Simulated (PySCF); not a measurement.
Isomers of C6H8. Computed with PySCF 2.14.0, PBE0-D3(BJ)/def2-SVP geometry optimisation, gas phase. Energies are electronic, without zero-point or thermal terms, for one conformer each. No frequencies were run at this level. Point groups hold within 0.08 Å.

Question: Order them by energy at this level, lowest first, and give relative energies in kcal/mol.
A. `[CH:1]#[C:2][C:3](=[CH2:4])[CH2:5][CH3:6]` with C2–C3–C5–C6 -64°
B. `CC1=CCC=C1`

Answer: B (0.0), A (41.9).

As drawn, the higher has a C≡C bond, which the lower lacks.

```tsv
SMILES	E (Eh)	E rel (kcal/mol)	dipole (D)	point group	A, B, C (MHz)
CC1=CCC=C1	-232.98161	0.0	0.18	Cs	7943, 3259, 2379
C#CC(=C)CC	-232.91484	41.9	0.48	C1	4595, 3022, 1995
```

Question: How do the relative energies change in single points at B3LYP/def2-SVPD (no added dispersion term) on the same geometries?

Answer: 
```
    SMILES  PBE0-D3(BJ)/def2-SVP (kcal/mol)  B3LYP/def2-SVPD (kcal/mol)  shift
CC1=CCC=C1                              0.0                         0.0    0.0
C#CC(=C)CC                             41.9                        34.6   -7.3
```

Each column counts from its own lowest isomer. The order is unchanged; the largest shift is 7.3 kcal/mol.
